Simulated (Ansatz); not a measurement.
Reaction (SMILES): C#N (CH-N) → [C-]#[NH+] (C-NH)
B3LYP-D3(BJ)/def2-TZVP geometries, fixed; electronic energies without zero-point terms.

Basis-set convergence of the isomerisation energy at PBE0 with Ansatz (a first-principles code). Cartesian d functions, on some or all atoms, in 6-31G*, 6-31+G*; all else is spherical. The program fits the integrals of some runs and decomposes those of others, by size. No added dispersion term, no relativity. Functions are those of the species that has most. Reference: the value in pcseg-4, 13.66 kcal/mol, itself unsure by roughly 0.02 kcal/mol (its mean distance from aug-pcseg-3, aug-cc-pVQZ, cc-pV5Z). Deviations are taken from unrounded values.

```json
[
 {"basis": "6-31G*", "functions": "32", "isomerisation energy (kcal/mol)": "16.29"},
 {"basis": "6-31+G*", "functions": "40", "isomerisation energy (kcal/mol)": "14.63"},
 {"basis": "cc-pVDZ", "functions": "33", "isomerisation energy (kcal/mol)": "14.86"},
 {"basis": "aug-cc-pVDZ", "functions": "55", "isomerisation energy (kcal/mol)": "13.76"},
 {"basis": "def2-SVP", "functions": "33", "isomerisation energy (kcal/mol)": "13.38"},
 {"basis": "def2-SVPD", "functions": "48", "isomerisation energy (kcal/mol)": "13.19"},
 {"basis": "pcseg-1", "functions": "33", "isomerisation energy (kcal/mol)": "13.54"},
 {"basis": "aug-pcseg-1", "functions": "55", "isomerisation energy (kcal/mol)": "14.10"},
 {"basis": "6-311G**", "functions": "42", "isomerisation energy (kcal/mol)": "14.47"},
 {"basis": "6-311+G**", "functions": "50", "isomerisation energy (kcal/mol)": "14.17"},
 {"basis": "def2-TZVP", "functions": "68", "isomerisation energy (kcal/mol)": "14.03"},
 {"basis": "def2-TZVPD", "functions": "83", "isomerisation energy (kcal/mol)": "13.89"},
 {"basis": "cc-pVTZ", "functions": "74", "isomerisation energy (kcal/mol)": "13.92"},
 {"basis": "aug-cc-pVTZ", "functions": "115", "isomerisation energy (kcal/mol)": "13.70"},
 {"basis": "pcseg-2", "functions": "74", "isomerisation energy (kcal/mol)": "13.73"},
 {"basis": "aug-pcseg-2", "functions": "115", "isomerisation energy (kcal/mol)": "13.72"},
 {"basis": "def2-TZVPP", "functions": "76", "isomerisation energy (kcal/mol)": "13.69"},
 {"basis": "def2-TZVPPD", "functions": "91", "isomerisation energy (kcal/mol)": "13.67"},
 {"basis": "cc-pVQZ", "functions": "140", "isomerisation energy (kcal/mol)": "13.81"},
 {"basis": "aug-cc-pVQZ", "functions": "206", "isomerisation energy (kcal/mol)": "13.66"},
 {"basis": "def2-QZVPP", "functions": "144", "isomerisation energy (kcal/mol)": "13.73"},
 {"basis": "def2-QZVPPD", "functions": "159", "isomerisation energy (kcal/mol)": "13.66"},
 {"basis": "pcseg-3", "functions": "153", "isomerisation energy (kcal/mol)": "13.67"},
 {"basis": "aug-pcseg-3", "functions": "219", "isomerisation energy (kcal/mol)": "13.66"}
]
```

What the diffuse functions change, pair by pair:
- 6-31G* to 6-31+G*: 8 more functions, deviation 2.64 to 0.98 kcal/mol
- cc-pVDZ to aug-cc-pVDZ: 22 more functions, deviation 1.20 to 0.11 kcal/mol
- def2-SVP to def2-SVPD: 15 more functions, deviation -0.28 to -0.47 kcal/mol
- pcseg-1 to aug-pcseg-1: 22 more functions, deviation -0.12 to 0.45 kcal/mol
- 6-311G** to 6-311+G**: 8 more functions, deviation 0.82 to 0.52 kcal/mol
- def2-TZVP to def2-TZVPD: 15 more functions, deviation 0.38 to 0.23 kcal/mol
- cc-pVTZ to aug-cc-pVTZ: 41 more functions, deviation 0.26 to 0.05 kcal/mol
- pcseg-2 to aug-pcseg-2: 41 more functions, deviation 0.07 to 0.07 kcal/mol
- def2-TZVPP to def2-TZVPPD: 15 more functions, deviation 0.03 to 0.01 kcal/mol
- cc-pVQZ to aug-cc-pVQZ: 66 more functions, deviation 0.15 to 0.00 kcal/mol
- def2-QZVPP to def2-QZVPPD: 15 more functions, deviation 0.07 to 0.01 kcal/mol
- pcseg-3 to aug-pcseg-3: 66 more functions, deviation 0.02 to 0.01 kcal/mol

They bring the value nearer the reference by more than 0.02 kcal/mol in 8 of 12 pairs.
